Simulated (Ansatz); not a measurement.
How methods differ on CH2AlN (SMILES N#[C][AlH2])

CH2AlN: 5 atoms, total charge 0, spin state singlet. As SMILES, `N#[C][AlH2]`. The coordinates come from a PBE0-D4/def2-TZVP relaxation.

```
atom    x (Å)    y (Å)    z (Å)
   N   1.3823  -1.3460   1.3942
   C   0.7142  -0.6980   0.7118
  Al  -0.4072   0.3900  -0.4346
   H  -1.6297  -0.3229  -1.1202
   H  -0.0097   1.9032  -0.5926
```

Quantity: the energy change with the C2–Al3 bond stretched from 1.938 to 4.845 Å, in eV. The values are calculated.

| level | kind | program | value (eV) | less FCI/STO-3G | CPU time (all runs) |
| --- | --- | --- | --- | --- | --- |
| revPBE/STO-3G (restricted) | GGA | Ansatz | 6.27 | -0.26 | 2.1 s |
| BHLYP/STO-3G (restricted) | global hybrid | Ansatz | 7.92 | +1.39 | 2.2 s |
| PBE0/STO-3G (restricted) | global hybrid | Ansatz | 7.26 | +0.73 | 2.3 s |
| HSE06/STO-3G (restricted) | range-separated hybrid | Ansatz | 7.19 | +0.66 | 2.8 s |
| wB97X/STO-3G (restricted) | range-separated hybrid | Ansatz | 8.18 | +1.65 | 9.9 s |
| BCCD(T)/STO-3G (restricted) | coupled cluster or CI | Ansatz | 6.20 | -0.33 | 0.48 s |
| CCSD/STO-3G (restricted) | coupled cluster or CI | Ansatz | 7.31 | +0.78 | 0.46 s |
| FCI/STO-3G | exact in the basis | Ansatz | 6.53 | 0.00 | 3.5 min |

FCI/STO-3G is exact within its basis and frozen core, so for wave-function methods in that basis the difference is their error; functionals converge differently with the basis, so for them it is only a difference. The first shape isn't each level's own minimum. The values span 6.20 to 8.18 eV. All rows use very small basis sets, so none should be taken for the real molecule's value. CPU times are rough (shared hosts, several kinds of processor and program).
